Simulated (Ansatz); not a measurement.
# How far a parabola holds: energy against volume of bcc Mo

bcc Mo, treated with PBEsol-D3(BJ) in Ansatz (plane waves, PAW). Numerical settings: plane-wave cutoff 520 eV, 24×24×24 k mesh, Fermi–Dirac smearing 0.05 eV, no spin polarisation, scalar-relativistic PAW data made under PBE. The cell has no free parameter but its volume, all volumes share cutoff and mesh, and the runs aren't spin-polarised. Energies are free energies at the run's smearing, counted from the lowest row; static lattice.

| V (Å³/atom) | E (meV/atom) |
|---|---|
| 14.322 | 23.76 |
| 14.621 | 5.73 |
| 14.919 | 0.00 |
| 15.217 | 5.36 |
| 15.516 | 20.71 |
| 15.814 | ? |

The 5 complete rows are fitted with a parabola, E against V. With u = V - 14.9, the rows have u = -0.5780, -0.2790, 0.0190, 0.3170, 0.6160. Least squares gives E = 0.067 - 4.539·u + 62.378·u². Residuals (row less fit): 0.230, -0.459, -0.003, 0.464, -0.231; standard error 0.516 (degrees of freedom: 2). The fitted curve has its minimum at V = 14.9, where E = -0.02. Its curvature is d²E/dV² = 2 × 62.378 meV/Å⁶, so B = V0·d²E/dV² × 0.1602 = 299 GPa.

Task: What does the fit predict for E at V = 15.814, and how far is the calculated value from it?

Result: u = 0.9140, so E = 0.067 - 4.539 × 0.9140 + 62.378 × 0.9140² = 48.029 meV/atom. The calculation gives 45.04 meV/atom, 2.989 meV/atom below the prediction (6.6 % of the range of E in the table). The row lies outside the fitted rows, so this is an extrapolation. From the scatter of the fitted rows alone, a prediction at this place has a standard error of 1.219 meV/atom, so the miss is 2.5 times that.

The residuals are curvature that a parabola lacks, not noise. A solid that stiffens under compression and softens on expansion lies above the parabola at the compressed end and under it at the expanded end, as this row does. A third-order Birch-Murnaghan fit to the whole scan has B0 = 297 GPa. Only scans are tabulated whose curvature falls smoothly with volume, and where the parabola meets the shown rows within 5 % of their range and misses the end by 0.1 meV or more.

Measured, for comparison: bulk modulus 265 GPa (zero-point energy and finite temperature contributions removed, sources range from 265 to 278; as tabulated in doi:10.1021/acs.jctc.3c00612). Computed less measured: bulk modulus +12 % (+7 % to +12 % over the range).

Ansatz is an electronic-structure program.
